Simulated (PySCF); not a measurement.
Bonds (- single, = double, # triple, : aromatic): N1#C2 1.153 Å, C2-O3 1.290 Å. O3 carries H4.

PySCF 2.14 calculation with PBE0-D3(BJ)/def2-TZVP structure and NMR shieldings at B97-2/pcSseg-2/GIAO; one conformer, non-relativistic, in vacuum.

Referencing at the same level of theory: TMS for ¹³C, ¹H; ¹⁵N against NH3; H2O for ¹⁷O.

```json
{"atoms": "O3", "nucleus": "¹⁷O", "count": "1", "δ (ppm)": "?"}
{"atoms": "N1", "nucleus": "¹⁵N", "count": "1", "δ (ppm)": "?"}
{"atoms": "H4", "nucleus": "¹H", "count": "1", "δ (ppm)": "3.84"}
{"atoms": "C2", "nucleus": "¹³C", "count": "1", "δ (ppm)": "115.7"}
```

Estimate the values marked ?.

Answers


- N1: 185.7 ppm, nitrile nitrogen
- O3: 38.9 ppm, oxygen bonded to C, H

OH/NH shifts are gas-phase values; hydrogen bonding in solution moves them, usually downfield. Shifts are as computed. Against solution values, carbons near 30 ppm lie about +3 ppm off and those near 130 ppm about +7 ppm. Of 1211 compounds with measured shifts, 218 miss one by over three times the rms of a fit or turn the order of signals round; such compounds aren't used in these exercises. Experimental scales use liquid or dissolved standards, which lie at an offset from isolated NH3 (liquid NH3: subtract about 20 ppm) and H2O (liquid H2O: subtract about 36 ppm). Unscaled 15N shifts of sp2 nitrogen come out 20 to 40 ppm too high even then.
